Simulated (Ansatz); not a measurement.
We consider trigonal Te, described by r²SCAN (plane waves, PAW; Ansatz, a first-principles code).

Run with plane-wave cutoff 500 eV, 12×12×6 k mesh (along the axes of the cell as run), gaussian smearing 0.02 eV, scalar-relativistic PAW data made under PBE.

Computed at the level's own relaxed cell.

**Question.** Estimate the equilibrium volume per atom, lattice parameter a, c axis length and band gap that the calculation returns.

**Answer.** 
equilibrium volume per atom: 36.38 Å³/atom
lattice parameter a: 4.619 Å
c axis length: 5.907 Å
band gap: 0.58 eV (on the SCF k mesh)

Measured, for comparison: band gap 0.33 eV (temperature not stated, not corrected to a static lattice, compiled measured gap; kind and temperature not stated; as tabulated in Kothakonda et al. (2022), arXiv:2208.02841); lattice constant a 4.456 Å, lattice parameter c 5.928 Å (293 K, not corrected to a static lattice; as tabulated in Wikipedia's data pages). Computed (rounded) less measured: lattice constant a +3.7 %, lattice parameter c -0.4 %. A static lattice is as a rule a little smaller and stiffer than an uncorrected measurement, which narrows the difference in the lattice parameter c and would widen misses of the other sign.

Note: the cell comes from a level without a dispersion term, which matters for the spacing of layers, chains or molecules.

Spin–orbit coupling is not included; with these elements it can move the gap by several tenths of an eV or more.
